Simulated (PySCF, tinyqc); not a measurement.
RHF in the sto-3g basis, for HF, spin multiplicity 1, step by step. The lowest restricted solution is unstable here: a spin-polarised one lies 0.0150 hartree lower (PySCF). One step of it, computed by the program tinyqc.

Problem. Iteration 2: DIIS coefficients. Solve [B -1; -1 0][c; lambda] = [0; -1] for the coefficients, which sum to one.

B (overlaps of the stored error matrices):
```
               1              2
1  5.1036282e-01  2.4347963e-01
2  2.4347963e-01  1.3208794e-01
```

Give: DIIS coefficients.

Solution.

DIIS coefficients: -0.716  1.716
